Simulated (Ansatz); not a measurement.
**BSiH4 (SMILES B[SiH2]): where methods fail along a bond**

BSiH4: 6 atoms, total charge 0, spin state doublet. As SMILES, `B[SiH2]`. Geometry: relaxed at GFN2-xTB.

```
atom    x (Å)    y (Å)    z (Å)
   B  -0.0037  -1.0372   0.1147
  Si   0.0044   0.8296  -0.0920
   H  -0.7310  -1.5643   0.8763
   H   0.7175  -1.7251  -0.5125
   H   0.8281   1.6590  -0.9881
   H  -0.8153   1.8380   0.6016
```

The B1–H3 distance is scanned; the parts on either side stay rigid. Basis STO-3G, 6 core orbitals frozen in the correlated methods; program Ansatz 0.2.0. FCI is exact within this basis and core. Energies in eV from each method's value at 1.178 Å; open shells run as named. The shape above is that at 1.178 Å.

```tsv
distance (Å)	USVWN5	RPA@PBE	UMP2	UCCSDT(Q)	FCI
1.178	0.00	0.00	0.00	0.00	0.00
1.472	0.92	0.81	0.98	0.86	0.86
1.766	2.53	2.36	2.90	2.39	2.39
2.355	5.43	5.14	5.09	4.70	4.70
2.944	6.49	5.73	5.39	5.40	5.40
```

Departure from the FCI curve at its largest: USVWN5 +1.10 eV at 2.94 Å; RPA@PBE +0.44 eV at 2.35 Å; UMP2 +0.51 eV at 1.77 Å; UCCSDT(Q) within 0.005 eV. For the functionals part of the departure is owed to the small basis.
